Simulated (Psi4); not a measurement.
# UMS0/6-31+G(d) (DKH3, density fitting, Cartesian functions) run of PO2 (phosphorus dioxide)

What is the vertical doublet–quartet gap of PO2 (phosphorus dioxide) at UMS0/6-31+G* (DKH3, density fitting, Cartesian functions)? 

The calculation is run with Psi4 1.11.

## Step 1: The molecule

PO2: 3 atoms, total charge 0, spin state doublet. SMILES: `[O]P=O`. Geometry: relaxed at GFN2-xTB.

Bond lengths: O1–P2 1.464 Å, P2–O3 1.464 Å. Angles: O1–P2–O3 123.4°.

## Step 2: The charge distribution at UMS0/6-31+G(d) (DKH3, density fitting, Cartesian functions)

job.py reads:

```python
import psi4

psi4.set_memory(1600000000)
psi4.set_num_threads(1)
psi4.core.set_output_file('output.dat', False)

geom = psi4.geometry("""
0 2
O
P 1 1.463801
O 2 1.464077 1 123.39747
no_reorient
no_com
""")

psi4.set_options(dict(reference='uks', relativistic='dkh', dkh_order=3))

E, wfn = psi4.energy('ms0/6-31+G*', return_wfn=True)
psi4.oeprop(wfn, 'MULLIKEN_CHARGES', 'ESP_AT_NUCLEI', 'DIPOLE', 'LOWDIN_CHARGES')
print(f'ms0/6-31+G* energy: {E:.10f} Eh')
```

Launch:

```console
$ python job.py
```

output.dat:

```text
[...]
  Running in cs symmetry.
[...]
  Nuclear repulsion =   99.891549729722399
[...]
  Multiplicity = 2
[...]
  Nalpha       = 16
  Nbeta        = 15
[...]
    Number of basis functions: 61
[...]
   @DF-UKS iter   1:  -492.24115823534055    1.00984e-01   2.05272e-02 ADIIS/DIIS
[...]
   @DF-UKS iter  11:  -492.63203867336284   -3.36541e-09   1.31229e-07 DIIS
[...]
   @S^2 Observed:                7.581333048E-01
[...]
    Orbital Energies [Eh]
    ---------------------
    Alpha Occupied:
       1Ap   -77.071070     2Ap   -19.037647     3Ap   -19.037620
       4Ap    -6.650652     1App   -4.732145     5Ap    -4.728523
       6Ap    -4.728104     7Ap    -1.064563     8Ap    -1.015054
       9Ap    -0.545803    10Ap    -0.439612    11Ap    -0.422735
       2App   -0.413413     3App   -0.336631    12Ap    -0.330523
      13Ap    -0.303255
    Alpha Virtual:
       4App   -0.123401    14Ap     0.000249    15Ap     0.022894
      16Ap     0.025357     5App    0.047028    17Ap     0.097625
      18Ap     0.121392    19Ap     0.174630    20Ap     0.180202
[...]
  @DF-UKS Final Energy:  -492.63203867336284
   => Energetics <=
    Nuclear Repulsion Energy =             99.8915497297223993
    One-Electron Energy =                -877.4295832279638034
    Two-Electron Energy =                 325.4017665051864583
    DFT Exchange-Correlation Energy =     -40.4957716803079464
    Empirical Dispersion Energy =           0.0000000000000000
    VV10 Nonlocal Energy =                  0.0000000000000000
    Total Energy =                       -492.6320386733628425
[...]
 Multipole Moments:
 ------------------------------------------------------------------------------------
     Multipole            Electronic (a.u.)      Nuclear  (a.u.)        Total (a.u.)
 ------------------------------------------------------------------------------------
 L = 1.  Multiply by 2.5417464519 to convert [e a0] to [Debye]
 Dipole X            :         -0.9246534            0.2885812           -0.6360722
 Dipole Y            :         -0.4975798            0.1553280           -0.3422518
 Dipole Z            :          0.0000000            0.0000000            0.0000000
 Magnitude           :                                                    0.7223048
[...]
  Mulliken Charges: (a.u.)
   Center  Symbol    Alpha    Beta     Spin     Total
       1     O     4.30215  4.11212  0.19003 -0.41426
       2     P     7.39542  6.77612  0.61930  0.82846
       3     O     4.30243  4.11177  0.19067 -0.41420
   Total alpha = 16.00000, Total beta = 15.00000, Total charge = -0.00000
  Lowdin Charges: (a.u.)
   Center  Symbol    Alpha    Beta     Spin     Total
       1     O     4.45250  4.17057  0.28194 -0.62307
       2     P     7.09235  6.65978  0.43257  1.24787
       3     O     4.45514  4.16965  0.28549 -0.62479
[...]
```

On the terminal:

```text
ms0/6-31+G* energy: -492.6320386734 Eh
```

It took 5.4 s on 1 thread of Intel Xeon Platinum 8488C (Sapphire Rapids), shared host; peak memory 0.48 GiB.

Atomic charges (e):

| atom | Löwdin | Mulliken |
| --- | --- | --- |
| O1 | -0.623 | -0.414 |
| P2 | +1.248 | +0.828 |
| O3 | -0.625 | -0.414 |

## Step 3: The quartet at the same level

o2p.inp reads:

```
memory 1.6 GB

molecule molecule1 {
  0 4
  O      0.331710     1.226310     0.317670
  P     -0.403940     0.077030    -0.212130
  O      0.072230    -1.303340    -0.105540
  no_reorient
  no_com
}

set reference uks
set relativistic dkh
set dkh_order 3

e, wfn = energy('ms0/6-31+G*', return_wfn=True)
oeprop(wfn, 'MULLIKEN_CHARGES', 'ESP_AT_NUCLEI', 'DIPOLE', 'LOWDIN_CHARGES', title='MS0')
```

Launch:

```console
$ psi4 o2p.inp o2p.out -n 1
```

o2p.out (excerpt; [...] marks lines left out):

```text
[...]
  Running in c1 symmetry.
[...]
  Nuclear repulsion =   99.891557751564903
[...]
  Multiplicity = 4
[...]
  Nalpha       = 17
  Nbeta        = 14
[...]
    Number of basis functions: 61
[...]
   @DF-UKS iter   1:  -492.30346804833630    3.86742e-02   1.05521e-02 ADIIS/DIIS
[...]
   @DF-UKS iter  11:  -492.47242900515249   -8.63355e-09   2.42508e-07 DIIS
[...]
   @S^2 Observed:                3.764427450E+00
[...]
  @DF-UKS Final Energy:  -492.47242900515249
   => Energetics <=
    Nuclear Repulsion Energy =             99.8915577515649034
    One-Electron Energy =                -877.0116595192068871
    Two-Electron Energy =                 325.1971896767726093
    DFT Exchange-Correlation Energy =     -40.5495169142831813
    Empirical Dispersion Energy =           0.0000000000000000
    VV10 Nonlocal Energy =                  0.0000000000000000
    Total Energy =                       -492.4724290051524918
[...]
 Multipole Moments:
 ------------------------------------------------------------------------------------
     Multipole            Electronic (a.u.)      Nuclear  (a.u.)        Total (a.u.)
 ------------------------------------------------------------------------------------
 L = 1.  Multiply by 2.5417464519 to convert [e a0] to [Debye]
 Dipole X            :          5.0145507           -5.3433518           -0.3288010
 Dipole Y            :         -0.9567328            1.0189592            0.0622264
 Dipole Z            :          2.6333498           -2.8060732           -0.1727234
 Magnitude           :                                                    0.3765842
[...]
  Mulliken Charges: (a.u.)
   Center  Symbol    Alpha    Beta     Spin     Total
       1     O     4.47214  3.79775  0.67439 -0.26990
       2     P     8.05550  6.40494  1.65056  0.53956
       3     O     4.47236  3.79731  0.67505 -0.26967
   Total alpha = 17.00000, Total beta = 14.00000, Total charge =  0.00000
  Lowdin Charges: (a.u.)
   Center  Symbol    Alpha    Beta     Spin     Total
       1     O     4.68069  3.79517  0.88552 -0.47586
       2     P     7.64058  6.41155  1.22903  0.94787
       3     O     4.67872  3.79328  0.88544 -0.47201
[...]
```

Wall time 5.4 s (1 thread of Intel Xeon Platinum 8488C (Sapphire Rapids), shared host); peak memory 0.48 GiB.

Atomic charges (e):

| atom | Löwdin | Mulliken |
| --- | --- | --- |
| O1 | -0.476 | -0.270 |
| P2 | +0.948 | +0.540 |
| O3 | -0.472 | -0.270 |

## Step 4: What came out

At UMS0/6-31+G* (DKH3, density fitting, Cartesian functions):

| quantity | value |
| --- | --- |
| doublet: total energy | -492.63204 Eh |
| doublet: dipole moment | 1.84 D |
| doublet: HOMO energy (highest over α and β) | -8.25 eV |
| doublet: LUMO energy (lowest over α and β) | -6.13 eV |
| doublet: ⟨S²⟩ | 0.758 |
| quartet: total energy | -492.47243 Eh |
| quartet: dipole moment | 0.96 D |
| quartet: HOMO energy (highest over α and β) | -4.17 eV |
| quartet: ⟨S²⟩ | 3.764 |
| vertical energy of the quartet above the doublet | 4.343 eV |

**Reading.** At this shape the quartet lies 4.34 eV (100 kcal/mol) above the doublet. Mulliken charges (doublet) run from -0.41 on O1 to +0.83 on P2; in a basis this large or diffuse they mean little. Mulliken charges (quartet) run from -0.27 on O1 to +0.54 on P2; in a basis this large or diffuse they mean little.
